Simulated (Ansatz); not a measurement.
Input file:

```yaml
crystal:
  periodic: [false, false, false]
  atoms:
    - {symbol: Si, position_ang: [0.000000, -0.042399, 1.215303]}
    - {symbol: B, position_ang: [0.000000, -0.071986, -2.996593]}
    - {symbol: H, position_ang: [0.000000, 1.175733, 2.110857]}
    - {symbol: H, position_ang: [0.000000, 0.777793, -3.833395]}
basis:
  gaussian: {orbitals: 6-31G}
magnetization: {spin_polarized: true, initial_magnetization: 3}
correlation: {method: ccsdtq, electrons: outside_noble_gas}
```

```sh
$ ansatz run in.yaml --threads 2 --pin off --events-out ev --progress --plain --max-ram 24576MiB --backend cuda --devices 0, --max-vram 18GiB
```

Log:

```
544 factors; integrals over basis functions are off by at most 8.5e-8 eV
mean field evaluation 1: about -8552.1894 eV, gradient 1.2e1 eV
mean field evaluation 2: about -8552.1905 eV, gradient 1.2e1 eV
mean field evaluation 4: about -8554.6287 eV, gradient 5.3e0 eV
mean field evaluation 8: about -8555.0153 eV, gradient 2.4e0 eV
mean field evaluation 16: about -8557.8198 eV, gradient 1.8e-3 eV
mean field evaluation 32: about -8555.4306 eV, gradient 1.3e0 eV
mean field evaluation 64: about -8557.7750 eV, gradient 3.2e-3 eV
mean field evaluation 96: about -8557.7921 eV, gradient 2.7e-2 eV
mean field evaluation 128: about -8557.8198 eV, gradient 3.0e-2 eV
mean field evaluation 160: about -8557.8192 eV, gradient 3.5e-2 eV
...
cycle 149  -2.17032694 eV  change    1.9e-8 eV  update   2.8e-6
cycle 150  -2.17032690 eV  change    3.9e-8 eV  update   3.8e-6
cycle 151  -2.17032686 eV  change    3.7e-8 eV  update   2.4e-6
cycle 152  -2.17032682 eV  change    4.1e-8 eV  update   3.6e-6
cycle 153  -2.17032677 eV  change    5.1e-8 eV  update   3.1e-6
cycle 154  -2.17032675 eV  change    2.5e-8 eV  update   1.9e-6
cycle 155  -2.17032673 eV  change    1.2e-8 eV  update   2.5e-6
cycle 156  -2.17032673 eV  change    4.5e-9 eV  update   2.3e-6
cycle 157  -2.17032673 eV  change    1.1e-9 eV  update   1.2e-6
cycle 158  -2.17032673 eV  change   -2.0e-9 eV  update   4.1e-7
WARN: these amplitudes may be one of several solutions (largest doubles amplitude 0.53, level shift 0.00 eV)
Total energy: -8559.99016919 eV, -314.5738365479 hartree
```

For the same geometry and basis full CI lies 0.3 meV lower.

Ran on 2 threads of AMD EPYC 7R13 with a shared H100 80 GB, shared host: 89 s wall, 0.87 GiB peak host memory.
